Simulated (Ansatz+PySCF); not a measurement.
The numbers below are computed, except where a source is named.
**Several solutions for singlet NH3**

```xyz
4

N     0.0000    0.0000    0.1216
H     1.7781    0.0000   -0.6484
H    -0.4679    0.8105   -0.2837
H    -0.4679   -0.8105   -0.2837
```

Basis set: 6-31G (spherical functions). Charge 0, multiplicity 1.

PBE0 (unrestricted) was run from several starts with Ansatz (development build ahead of 0.2.0) and PySCF 2.14.0.

| run | program | start | converged | energy (hartree) | <S²> |
| --- | --- | --- | --- | --- | --- |
| A | Ansatz | search for the lowest state | yes | -56.30941 | 0.50 |
| B | Ansatz | stability test followed | yes | -56.30941 | 0.50 |
| C | Ansatz | atomic start, no search | yes | -56.30224 | 0.00 |
| D | PySCF | program defaults | yes | -56.30224 | 0.00 |

**Question.** Which runs reached the lowest solution of this kind, and what is wrong with the others?

**Answer.** A, B reached the lowest solution found. Converged but too high: C by 0.20 eV, D by 0.20 eV. Convergence only shows a stationary point, and even a stable one can lie too high; stability tests and further starts are what find lower ones. Caution: the unrestricted determinant is spin contaminated.
